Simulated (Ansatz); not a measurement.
Born–Oppenheimer molecular dynamics of CH7B (9 atoms, charge 0, multiplicity 1). It starts at the highest image of a converged band, a first-order saddle point between two minima.

The calculation used Ansatz, RKS B3LYP/def2-SVP.

```yaml
ensemble: NVE (velocity Verlet)
time_step: 0.5 fs
steps_asked: 200
starting_velocities_drawn_for: 300 K
seed: 5567
```

First frame:

```xyz
9
Properties=species:S:1:pos:R:3
B -0.045 -0.311 0.173
C -0.013 -0.017 1.930
H -0.975 -0.147 2.447
H 0.789 -0.481 2.524
H 0.204 1.057 1.871
H 1.046 -0.058 -0.266
H -1.069 0.158 -0.249
H -0.174 -1.586 0.042
H -0.114 -1.188 1.081
```

Task: How far do the bonds stretch over the last three quarters of this one trajectory? (Pairs bonded in most of those frames.)

Result: 
```
 bond  mean (Å)  spread (Å)  shortest  longest
B1–H6     1.207       0.022      1.17     1.25
B1–H7     1.207       0.021      1.17     1.25
B1–H8     1.209       0.028      1.15     1.26
C2–H3     1.102       0.022      1.06     1.14
C2–H4     1.101       0.009      1.08     1.12
C2–H5     1.105       0.044      1.04     1.17
C2–H9     1.104       0.023      1.07     1.14
```

Mean temperature of the second half: 1071 K. The conserved energy stayed within 0.32 meV per atom of its start (net change 0.032 meV per atom), so the integration is sound. The kinetic energy rose, since the run started high on the potential surface and went downhill. It ends in pieces (BH3 + CH4), so much of that is their flight and rotation, not heat. A run of 0.1 ps of so small a system gives no equilibrium averages. The orbitals stay closed-shell, which can raise the energy where a bond breaks towards radicals; this wasn't checked here.

The run took 3.4 min on 1 thread of Arm Neoverse V2, on a shared host, peak memory 0.1 GiB.
